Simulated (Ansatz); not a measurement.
# One shape, several levels: NH2 (SMILES [NH2])

Aim: a comparison of 6 runs (U-wB97X/6-31G*, UB2PLYP/6-31G*, UB3LYP/6-31G*, UMP2/6-31G*, UBCCD(T)/3-21G, UCCSDT/6-31G*) of NH2. 

The results are computed with Ansatz 0.2.0.

48 further runs of the same task are left out: 48 set aside as unsound or not needed.

### 1 The structure to begin with

NH2: 3 atoms, total charge 0, spin state doublet. As SMILES, `[NH2]`. The H2–N1 distance was set to 2.028 Å, away from the relaxed value. At this shape a bond of the SMILES string is far longer than usual.

Bond lengths: N1–H3 1.014 Å.

### 2 A single-point energy at U-wB97X/6-31G(d) (spherical functions) (run 1)

The input, in.yaml:

```yaml
basis:
  gaussian:
    orbitals: 6-31G_st_-spherical.json
crystal:
  periodic: [false, false, false]
  atoms:
    - symbol: N
      position_ang: [0.458784, -1.184706, 0.128089]
    - symbol: H
      position_ang: [0.155580, 0.820260, 0.174790]
    - symbol: H
      position_ang: [-0.311156, -1.640536, -0.349571]
magnetization:
  spin_polarized: true
  initial_magnetization: 1
hamiltonian:
  xc: {name: wB97X}
accuracy: high
```

The basis set 6-31G* is read from a file made from the Basis Set Exchange's data (not shown).

Command:

```sh
$ ansatz run in.yaml --threads 1 --pin off --max-ram 2610MiB --events-out events.jsonl --progress --plain --runs-dir runs
```

Standard output:

```text
Warning: RAYON_NUM_THREADS=1 ignored (pool sized by the plan → 1); use --threads N
Functional definition: wB97X
  name "wB97X"
  parameter omega = 0.3/bohr
  parameter cx = 0.157706
  parameter cx1 = 0.726479
  parameter cx2 = 1.04760
  parameter cx3 = -5.70635
  parameter cx4 = 13.2794
  parameter css1 = -4.33879
  parameter css2 = 18.2308
  parameter css3 = -31.7430
  parameter css4 = 17.2901
  parameter cos1 = 2.37031
  parameter cos2 = -11.3995
  parameter cos3 = 6.58405
  parameter cos4 = -3.78132
  exchange = spin_sum(e_x_unif_sr(omega)*poly(b97_u_x, 1 - cx, cx1, cx2, cx3, cx4)) + cx*exact_x_sr(omega)
      + exact_x_lr(omega)
  correlation = spin_sum(e_c_pw_same_spin*poly(b97_u_same, 1, css1, css2, css3, css4))
      + integral(e_c_pw_opposite_spin*poly(b97_u_opposite, 1, cos1, cos2, cos3, cos4))
332 factors; integrals over basis functions are off by at most 3.9e-9 eV
127 factors; integrals over basis functions are off by at most 2.5e-9 eV
mean field evaluation 1: about -1512.4953 eV, gradient 2.0e1 eV
mean field evaluation 2: about -1511.2588 eV, gradient 2.6e1 eV
mean field evaluation 4: about -1515.3151 eV, gradient 1.2e0 eV
mean field evaluation 8: about -1515.2046 eV, gradient 1.1e-1 eV
mean field evaluation 16: about -1515.9469 eV, gradient 2.2e-8 eV
mean field evaluation 32: about -1515.9469 eV, gradient 9.5e-5 eV
mean field -1515.94685692 eV, -55.7100194463 hartree, gradient 2.2e-8 eV, S^2 1.446908; 1 other end points of the search recorded, 0 dependent functions left out
reference -1515.94685622 eV, -55.7100194204 hartree; 5, 4 occupied and 13, 14 virtual orbitals, 332 factors
Total energy: -1515.94685622 eV, -55.7100194204 hartree
```

It took 5.1 s on 1 thread of Arm Neoverse V1, shared host; peak memory 0.2 GiB.

### 3 A single-point energy at UB2PLYP/6-31G(d) (spherical functions) (run 2)

The input, job.yaml:

```yaml
crystal:
  periodic: [false, false, false]
  atoms:
    - {symbol: N, position_ang: [0.458784, -1.184706, 0.128089]}
    - {symbol: H, position_ang: [0.155580, 0.820260, 0.174790]}
    - {symbol: H, position_ang: [-0.311156, -1.640536, -0.349571]}
basis:
  gaussian:
    orbitals: 6-31G_st_-spherical.json
magnetization:
  spin_polarized: true
  initial_magnetization: 1
hamiltonian:
  xc: {name: B2PLYP}
correlation:
  frozen_orbitals: {H: 0, "N": 1}
accuracy: high
```

The basis set 6-31G* is read from a file made from the Basis Set Exchange's data (not shown).

Command:

```sh
$ ansatz run job.yaml --threads 1 --pin off --max-ram 2610MiB --events-out events.jsonl --progress --plain --runs-dir runs
```

Standard output, shortened:

```text
Warning: RAYON_NUM_THREADS=1 ignored (pool sized by the plan → 1); use --threads N
Functional definition: B2PLYP
  name "B2PLYP"
[...]
332 factors; integrals over basis functions are off by at most 3.9e-9 eV
[...]
mean field -1514.00117280 eV, -55.6385168734 hartree, gradient 1.9e-8 eV, S^2 1.545109; 3 other end points of the search recorded, 0 dependent functions left out
1 core orbitals not correlated: weight in the atoms' cores, before any rotation towards them, 1.000 or more for the frozen orbitals, at most 0.000 for the correlated occupied ones
reference -1514.00118721 eV, -55.6385174031 hartree; 4, 3 occupied and 13, 14 virtual orbitals, 332 factors
second order -3.45712559 eV of doubles, -0.00000000 eV of singles
Total energy: -1514.93461112 eV, -55.6728200990 hartree
```

Run time: 1.6 s. Hardware: 1 thread of Arm Neoverse V1, shared host; peak memory 0.092 GiB.

Runs 3 to 5 aren't shown in full; the table further down has their settings and results.

### 4 The energy at UCCSDT/6-31G(d) (spherical functions) (run 6)

The input, in.yaml:

```yaml
crystal:
  periodic: [false, false, false]
  atoms:
    - {symbol: "N", position_ang: [0.458784, -1.184706, 0.128089]}
    - {symbol: H, position_ang: [0.155580, 0.820260, 0.174790]}
    - {symbol: H, position_ang: [-0.311156, -1.640536, -0.349571]}
basis:
  gaussian:
    orbitals: 6-31G_st_-spherical.json
magnetization:
  spin_polarized: true
  initial_magnetization: 1
correlation:
  method: ccsdt
  frozen_orbitals: {H: 0, "N": 1}
accuracy: high
scf:
  omitted_lower_state_checks: [cluster_reference, increment]
```

The basis set 6-31G* is read from a file made from the Basis Set Exchange's data (not shown).

Command:

```sh
$ ansatz run in.yaml --threads 1 --pin off --max-ram 2610MiB --events-out events.jsonl --progress --plain --runs-dir runs
```

Standard output:

```text
Warning: RAYON_NUM_THREADS=1 ignored (pool sized by the plan → 1); use --threads N
[... 15 lines left out ...]
1 core orbitals not correlated: weight in the atoms' cores, before any rotation towards them, 1.000 or more for the frozen orbitals, at most 0.000 for the correlated occupied ones
[... 47 lines left out ...]
Total energy: -1512.68234871 eV, -55.5900509821 hartree
Checks for a lower state left out: cluster_reference, increment
```

Run time: 1.5 s. Hardware: 1 thread of Arm Neoverse V1, shared host.

### 5 Overview of the runs

```tsv
run	level	frozen core orbitals	energy (Eh)	⟨S²⟩	wall time
1	U-wB97X/6-31G* (spherical functions)	–	-55.710019	1.447	5.1 s
2	UB2PLYP/6-31G* (spherical functions)	1	-55.672820	1.545	1.6 s
3	UB3LYP/6-31G* (spherical functions)	–	-55.736620	1.370	1.6 s
4	UMP2/6-31G* (spherical functions)	1	-55.558174	1.651	0.2 s
5	UBCCD(T)/3-21G	1	-55.235527	1.650	0.52 s
6	UCCSDT/6-31G* (spherical functions)	1	-55.590051	1.651	1.5 s
```

### 6 What came out

```
                                         quantity         value
                              run 6: total energy  -55.59005 Eh
run 6: correlation energy (1 core orbital frozen)    -132.5 mEh
         run 6: ⟨S²⟩ of the reference determinant         1.651
                             run 6: T1 diagnostic         0.078
```

What this shows: Totals of different functionals can't be ranked against each other. Spin contamination of the reference: run 4 ⟨S²⟩ = 1.65, run 6 ⟨S²⟩ = 1.65, run 5 ⟨S²⟩ = 1.65, run 2 ⟨S²⟩ = 1.55, run 1 ⟨S²⟩ = 1.45, run 3 ⟨S²⟩ = 1.37. Where it is this large, the reference is a mixture of spin states, and values that rest on it are in doubt. All runs together took 11 s, the longest 5.1 s.
